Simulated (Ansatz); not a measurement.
For rock-salt HfN, PBE+SOC (Ansatz, a quantum-chemistry and plane-wave program, plane waves, PAW) gives:

```
Property               Value
-------------------  -------
lattice parameter a  4.545 Å
bulk modulus B0      263 GPa
```

What does HSE06 in Ansatz (plane waves, PAW) give for the same quantities?


- lattice constant a: 4.521 Å (drops by 0.5 %)
- bulk modulus: 285 GPa (increases by 8.4 %)

For comparison: lattice constant a 4.524 Å (measured, room temperature, no zero-point or thermal correction; as tabulated in Seo, Lee, Wen, Petrov, Greene, Gall, J. Appl. Phys. 96, 878 (2004)); bulk modulus 260 GPa (measured, room temperature, not corrected to a static lattice, sources range from 260 to 306; as tabulated in Synthesis of Binary Transition Metal Nitrides, Carbides and Borides from the …).

Changes are worked out from the printed values.

Unless a cell is named, each level is at its own relaxed cell (PBE+SOC 11.74, HSE06 11.55 Å³/atom).

Levels without +SOC leave out spin–orbit coupling, which shifts energies and cells of such heavy elements.

Ansatz's density-functional and Hartree–Fock values are scalar-relativistic unless marked +SOC, with PAW data made under PBE.
